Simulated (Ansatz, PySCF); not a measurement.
Molecule: trichloroborane, BCl$_{3}$, net charge 0, singlet state. SMILES: ClB(Cl)Cl
Geometry from a B3LYP-D3(BJ)/def2-TZVP (Ansatz, an electronic-structure program) optimisation:
```xyz
4

B      0.0000     0.0000     0.0000
Cl     0.0051     1.7450    -0.0247
Cl     1.5085    -0.8773    -0.0189
Cl    -1.5136    -0.8677     0.0437
```

Unscaled harmonic wavenumbers (cm⁻¹) in rising order, each level at the stationary point that it reaches from this structure (no distance between atoms moves by over 0.3 Å); the order of modes can differ between levels, and a negative number is imaginary. B3LYP-D3(BJ)/def2-TZVP (PySCF, at the structure above): 252, 253, 456, 467, 946, 946.

HF/6-31G* (Ansatz): 274, 274, 488, 495, 1018, 1018. Zero-point energy 5.1 against 4.7 kcal/mol; where all levels lie over 400 cm⁻¹, the wavenumbers are on average 1.071 times those of B3LYP-D3(BJ)/def2-TZVP.

B3LYP/6-31G* (Ansatz): 258, 258, 457, 469, 957, 957. Zero-point energy 4.8 against 4.7 kcal/mol; where all levels lie over 400 cm⁻¹, the wavenumbers are on average 1.008 times those of B3LYP-D3(BJ)/def2-TZVP.
